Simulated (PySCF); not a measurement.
## Do core-level shifts follow atomic charges?

Compound: C₃H₂ClNS.
Numbering: `[Cl:1][c:2]1[cH:3][n:4][cH:5][s:6]1`

Structure used (PBE0-D3(BJ)/def2-SVP), in Å, numbered top down from 1:
```
atom  x, y, z in Å
Cl1    2.8221   -1.0130    0.6108
C2     1.2175   -0.4479    0.5003
C3     0.7938    0.8311    0.2478
N4    -0.5579    0.9911    0.2146
C5    -1.1708   -0.1293    0.4347
S6    -0.1417   -1.4965    0.7057
H7     1.4627    1.6763    0.0817
H8    -2.2570   -0.2448    0.4559
```

Binding energies: delta-SCF UKS SCAN, pcX-2 on the ionised atom, pcseg-1 elsewhere, spin-free X2C in PySCF 2.14.0. Charges: PBE0/pcSseg-1 ground-state density, for the ionised atom.

```
atom                          environment  C 1s (eV)  Mulliken (e)  IAO (e)  Hirshfeld (e)  ESP (e)
  C3  aromatic CH next to a ring nitrogen     291.49        +0.248   -0.075         -0.029   +0.259
  C5  aromatic CH next to a ring nitrogen     292.03        -0.030   -0.158         -0.003   +0.101
  C2                 aromatic C–Cl carbon     292.58        -0.406   -0.218         -0.031   -0.224
```

**Question.** How well does each charge scheme correlate with the binding energies over these sites?

**Answer.** ESP: r = -0.98, slope -2.2 eV per e; IAO: r = -0.99, slope -7.5 eV per e; Mulliken: r = -1.00, slope -1.6 eV per e. On 3 points no scheme stands out. The Hirshfeld charges vary by under 0.03 e and aren't fitted.

**Question.** The point-charge model writes a binding energy as kq + V + constant, with V the potential of the other atoms' charges at the site. What does it give with the IAO charges?

**Answer.** V = Σ 14.40 eV Å × q/r over all other atoms: -0.97 eV at C3, +1.27 eV at C5, +1.52 eV at C2. Fitting binding energy − V to q gives k = 10.5 eV per e and leaves an rms residual of 0.42 eV, against 0.05 eV for the fit on q alone. The model has no term for differences in relaxation between sites.

Geometry: PBE0-D3(BJ)/def2-SVP; no solvent, vibrations or thermal averaging.
